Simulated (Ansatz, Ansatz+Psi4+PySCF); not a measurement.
```tsv
atom	x (Å)	y (Å)	z (Å)
N	0.0000	0.0000	-0.6580
O	0.0000	0.0000	0.5758
```

Basis set: cc-pVTZ (spherical functions). Correlated methods keep 2 orbitals frozen. Charge 0, multiplicity 2.

Computed with Ansatz (development build ahead of 0.2.0); each method stands on the lowest determinant of its kind that the runs found.

The atomization energy at this shape (free ground-state atoms in the same class of orbitals less the molecule, no zero-point energy) of doublet NO:

```csv
method,atomization energy
UHF,179.3 kJ/mol
```

(1) What does UHF-MP2 give?

## Answers

(1) 506.3 kJ/mol. Caution: the shape is not the minimum; the unrestricted determinant is spin contaminated.
